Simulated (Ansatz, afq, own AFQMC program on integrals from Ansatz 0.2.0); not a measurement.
## PdSiH3⁺, singlet in def2-TZVP, levels against CCSDT(Q)

```xyz
5

Pd   -0.0084    0.0000    0.4958
Si   -0.0029    0.0000   -1.6818
H    -0.1510   -1.2372   -2.4752
H    -0.1510    1.2372   -2.4752
H     1.2737    0.0000   -0.5313
```

Connectivity, by distances: Pd–SiH2, 1 bridging H.

Basis def2-TZVP with its core potentials. Noble-gas cores (and the filled d shells of Ga–Kr and In–Xe) are frozen. Integrals, coupled cluster, full CI and functionals: Ansatz 0.2.0; the random walks run on the same integrals in our own AFQMC program. ph-AFQMC/CISD is guided by a CISD state made of CCSD amplitudes; releasing the constraint for a short imaginary time cuts its bias at the price of noise, slowly where states lie close. Error bars are statistical, one sigma. No spin–orbit coupling. The metal's outer-core s and p shells are frozen, which shifts wave-function levels against functionals.

Determinant: RHF, the one that the program's search chose, which needn't be the lowest solution. The geometry is a PBE0/def2-TZVP stationary point of this or a neighbouring charge and spin state.

No full CI on the walks' own integrals is used here; CCSDT(Q) serves as the reference and is uncertain by about the last step of the cluster series.

Cautions: no spin-orbit coupling; outer-core shells of the metal frozen; higher spins were not checked; restricted determinant unstable towards unrestricted (UHF 81 meV lower, ⟨S²⟩ 0.37).

* T1 diagnostic: 0.0209
* weight of the determinant in the CISD state: 0.847
* size of the correlated space: 16 electrons in 86 orbitals

Reference: CCSDT(Q), correlation energy -12.046 eV. The released energy is read at 2.60 1/Eh (meV from the phaseless value at times in 1/Eh: -7 ± 6 at 0.24, -14 ± 6 at 0.60, -13 ± 8 at 1.20, -32 ± 12 at 1.80, -33 ± 9 at 2.60).

```json
{"level": "HF", "E − E(reference) (kJ/mol)": "1162.3", "share of correlation (%)": "0.00"}
{"level": "MP2", "E − E(reference) (kJ/mol)": "39.4", "share of correlation (%)": "96.61"}
{"level": "CCSD", "E − E(reference) (kJ/mol)": "47.6", "share of correlation (%)": "95.90"}
{"level": "CCSD(T)", "E − E(reference) (kJ/mol)": "3.7", "share of correlation (%)": "99.68"}
{"level": "CCSDT", "E − E(reference) (kJ/mol)": "2.9", "share of correlation (%)": "99.75"}
{"level": "ph-AFQMC/CISD", "E − E(reference) (kJ/mol)": "1.7 ± 0.6", "share of correlation (%)": "99.85"}
{"level": "released AFQMC", "E − E(reference) (kJ/mol)": "-1.4 ± 0.9", "share of correlation (%)": "100.12"}
```

A walk keeps the symmetry of its determinant, which the program's search chose and which needn't be the lowest solution, so a lower state of the same spin and another symmetry isn't excluded. Released energies are given only where the last usable release times agree within the noise; a slower fall can still hide under it.
